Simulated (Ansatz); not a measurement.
# SiPO (quartet): the correlation ladder at a displaced geometry (v2), cc-pVDZ

One table from this session's results is given with a row withheld; the runs are named, their logs left out.

The runs use Ansatz 0.2.0, Gaussian basis; cc-pVDZ, core rule «outside noble gas», up to 11 orbitals frozen.

The runs, in order: UHF; CCSD(T) on ROHF; CCSD(T) on UHF; BCCD(T) on ROHF; CISD as a restricted active space (open shells left free, so some higher excitations enter); CCSDT(Q) on ROHF; CCSDT(Q) on UHF.

35 further runs of the same task are left out: 11 for a known fault of the program, 11 that didn't finish, 13 set aside as unsound or not needed. Runs told in other sessions of the task aren't counted.

## What is computed

The geometry is a PBE0/def2-TZVP stationary point (not a proven minimum) with its atoms shifted at random (size 0.100 Å).

3 atoms, charge 0, spin multiplicity 4.

Atoms are counted from 1 here; the program's logs count them from 0.

Bond lengths: O1–P2 1.492 Å, P2–Si3 2.289 Å. Angles: O1–P2–Si3 114.4°.

The first run:

The input, in.yaml:

```yaml
crystal:
  periodic: [false, false, false]
  atoms:
    - {symbol: O, position_ang: [0.101060, -0.616442, 1.597170]}
    - {symbol: P, position_ang: [-0.063814, 0.487464, 0.607005]}
    - {symbol: Si, position_ang: [0.012806, -0.186426, -1.579285]}
basis:
  gaussian: {orbitals: cc-pVDZ}
magnetization: {spin_polarized: true, initial_magnetization: 3}
hamiltonian: {xc: hf}
output: {orbitals: {seedname: orbitals}}
```

Command:

```sh
$ ansatz run in.yaml --threads 1 --pin off --events-out ev --progress --plain --max-ram 2393MiB
```

Among the steps run: UHF; CCSD(T) on ROHF; CCSD(T) on UHF; BCCD(T) on ROHF; CISD as a restricted active space (open shells left free, so some higher excitations enter); CCSDT(Q) on ROHF; CCSDT(Q) on UHF.

One of the session's tables, all rows but one given; the rest of the session is left out.

It belongs to the step «Misses and costs». 

| method | from RCCSDT(Q) (kJ/mol) |
| --- | --- |
| ROHF | +1069.4 |
| UHF | +1039.8 |
| RMP2 | +101.3 |
| UMP2 | +126.1 |
| CISD | +169.7 |
| RCCSD | +57.1 |
| UCCSD | +56.0 |
| RCCSD(T) | +9.2 |
| UCCSD(T) | ? |
| BCCD(T) | +9.3 |
| RCCSDT | +5.3 |
| UCCSDT | +5.3 |
| RCCSDT(Q) | 0 |
| UCCSDT(Q) | -1.4 |

**Question.** Estimate the row for UCCSD(T).

As computed: from RCCSDT(Q) (kJ/mol): +11.1. In the column «from RCCSDT(Q) (kJ/mol)» it lies between BCCD(T) (+9.3) and UCCSD (+56.0).

Limits of these values: Restricted and unrestricted rows rest on different reference determinants; a gap between their highest levels can come from leftover correlation error, from unlike frozen cores or from another state.
